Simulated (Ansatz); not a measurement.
Basis sets over 5 cases of the harmonic zero-point energy at B3LYP with Ansatz (Al to Cl present), each against its own reference: (a) the value in aug-pcseg-2; (b) the value in pcseg-3. By their distance from other large sets or by the extrapolation step the references are unsure by up to roughly 0.02 kcal/mol and lie short of the limit. Each level at its own minimum, unscaled; unrestricted open shells; no added dispersion term; no relativity. Cartesian d functions in some cases of 6-31G*, 6-311G**. (X+d) sets on Al to Cl for cc-pVXZ and aug-cc-pVXZ. 

Cases are drawn at random; left out are references unsure by over 0.067 kcal/mol, runs with very soft modes, doubtful singlets, and cases whose largest runs show a restricted determinant unstable towards unrestricted orbitals, <S^2> over 0.1 too high or, where CCSD(T) ran, T1 over 0.025 (0.045 for open shells). Sets are drawn from those converged to one state in every case.

Cases (SMILES) and reference values:
- ClC (CH3-Cl): 23.62 kcal/mol (a)
- [Al]([Cl])[Cl], doublet: 1.63 kcal/mol (a)
- P (PH3): 14.95 kcal/mol (a)
- [SiH]=O (O-SiH), doublet: 5.29 kcal/mol (b)
- [SiH4] (SiH4): 19.55 kcal/mol (a)

```tsv
basis	functions over def2-SVP (largest species, mean of cases)	mean signed deviation (kcal/mol)	mean absolute	largest	within 0.2 kcal/mol
3-21G	0.6	-0.21	0.31	0.41	1 of 5
def2-SV(P)	0.8	0.00	0.07	0.11	5 of 5
6-31G*	0.9	0.12	0.14	0.30	3 of 5
def2-SVP	1.0	-0.05	0.07	0.13	5 of 5
cc-pVDZ	1.2	-0.11	0.11	0.17	5 of 5
6-311G**	1.4	0.00	0.03	0.05	5 of 5
def2-SVPD	1.5	-0.07	0.07	0.18	5 of 5
aug-pcseg-1	1.6	-0.05	0.05	0.08	5 of 5
def2-TZVP	1.8	0.01	0.02	0.04	5 of 5
6-311++G(2d,2p)	2.0	-0.01	0.03	0.05	5 of 5
pcseg-2	2.2	0.01	0.01	0.02	5 of 5
def2-TZVPD	2.3	0.00	0.01	0.02	5 of 5
def2-TZVPPD	2.9	0.00	0.01	0.02	5 of 5
aug-cc-pVTZ	3.5	-0.01	0.02	0.03	5 of 5
```

Among the sets for which every case ran a larger relative (same family, alike in diffuse functions, listed or not), the smallest listed that holds all cases within 0.2 kcal/mol together with them is def2-SV(P), at 0.8 times the functions of def2-SVP. Inside, though some case ran no larger relative to test it: 6-311G**, pcseg-2, def2-TZVPPD, aug-cc-pVTZ. Largest deviations of relatives not listed, over the cases that ran them: cc-pVTZ 0.03, def2-TZVPP 0.03, 6-311++G(3df,3pd) 0.04, cc-pVQZ 0.01, pcseg-3 0.00, def2-QZVP 0.00, def2-QZVPP 0.00, aug-pcseg-2 0.01 kcal/mol. A case lies within its reference's uncertainty of the window's edge in def2-SVPD. These figures hold for the cases listed.

Ansatz is a program for electronic structure.
